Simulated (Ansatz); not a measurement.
This geometry of C2H4NO (8 atoms, charge -1, multiplicity 1) is a first-order saddle point.

The calculation used RKS B3LYP-D4/def2-SVP in Ansatz 0.2.0.

```xyz
8
Properties=species:S:1:pos:R:3
C -0.210 0.979 0.422
O 1.014 0.384 0.066
C 1.040 -0.965 -0.491
N -0.157 -1.460 -0.585
H -1.047 0.288 0.214
H -0.228 1.247 1.503
H -0.377 1.925 -0.142
H -0.034 -2.397 -0.987
```

Problem. Which two structures does it join? (They come from a converged band through this point; their orientation in space is the band's.)

Solution. No bond is made or broken.  The two ends are copies of one structure, up to a mirror image or an exchange of like atoms.

Image 0:

```xyz
8
Properties=species:S:1:pos:R:3
C -0.188 0.886 0.550
O 1.021 0.189 0.391
C 1.022 -1.007 -0.417
N -0.175 -1.236 -0.879
H -0.985 0.266 1.013
H 0.007 1.766 1.196
H -0.617 1.230 -0.414
H -0.086 -2.093 -1.440
```

Image 6:

```xyz
8
Properties=species:S:1:pos:R:3
C -0.220 0.950 0.414
O 0.825 0.589 -0.452
C 0.915 -0.787 -0.882
N -0.052 -1.484 -0.354
H -1.224 0.748 -0.016
H -0.200 0.389 1.371
H -0.127 2.034 0.626
H 0.083 -2.440 -0.707
```

Problem. How far does it lie above each of them?

Solution. 0.060 eV above the first and 0.060 eV above the second. This is the barrier of this one path; another mechanism may lie lower. Limits of this set-up: an anion without diffuse functions, the dipole of an ion depends on the origin.

Time of the run: 89 s on 1 thread of Intel(R) Xeon(R) Platinum 8488C (Sapphire Rapids), on a shared host, peak memory 0.18 GiB.
